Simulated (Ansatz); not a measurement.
The first iterations of a band of CH4SSi (7 atoms, charge 0, multiplicity 1).

Method: RKS LDA/def2-TZVP (Ansatz 0.2.0).

| Quantity | Value |
| --- | --- |
| movable images | 2 |
| climbing image | yes |
| spring | 5.0 eV/Å² |
| optimiser | quadratic models (default) |
| start path | IDPP |
| force threshold | 0.03 eV/Å |
| iteration limit | 60 |
| end points | relaxed |

First end point:

```xyz
7
Properties=species:S:1:pos:R:3
C -0.807 0.621 -0.270
Si 0.604 0.306 0.946
S 1.246 -1.490 0.010
H -1.103 -0.220 -0.917
H -0.486 1.459 -0.919
H -1.693 0.993 0.275
H 2.300 -1.738 0.829
```

Last end point:

```xyz
7
Properties=species:S:1:pos:R:3
C -0.983 0.128 -0.366
Si 0.137 -0.803 0.835
S 1.926 0.128 0.174
H -1.717 -0.572 -0.802
H -0.491 0.690 -1.176
H -1.579 0.840 0.238
H 2.768 -0.479 1.051
```

| iteration | highest image above the first end (eV) | largest band force component (eV/Å) |
| --- | --- | --- |
| 1 | 0.078 | 0.499 |
| 2 | 0.020 | 0.312 |

**Question.** Does the band converge within its limit, and where does its top end?

**Answer.** It converged. It ended after 7 iterations with the highest image 0.008 eV above the first end. Another band between the same ends (5 images) ends at a top of the same energy, where a vibrational analysis finds 1 clearly imaginary mode. So few images can step over the top or miss a turn of the path.

Run time: 27 s on 2 threads of Arm Neoverse N1 (shared host), peak memory 0.2 GiB.
